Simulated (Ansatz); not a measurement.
## Ansatz (development build ahead of 0.2.0) run

```yaml
crystal:
  periodic: [false, false, false]
  atoms:
    - { symbol: Cl, position_ang: [0.0, 0.0, 0.0] }
    - { symbol: H, position_ang: [1.85186, 0.0, 0.0] }
    - { symbol: H, position_ang: [-1.85186, 0.0, 0.0] }
basis:
  gaussian: { orbitals: "6-31G" }
magnetization:
  initial_magnetization: 3
hamiltonian:
  xc: hf
correlation:
  method: fci
  frozen_orbitals: { Cl: 5, H: 0 }
```

The input is written out in the form of the current development build from the run's settings.

The run gave:

```json
{
  "Converged": "yes",
  "Total energy": "-460.39448 hartree",
  "State": "lowest quartet root, of any spatial symmetry"
}
```
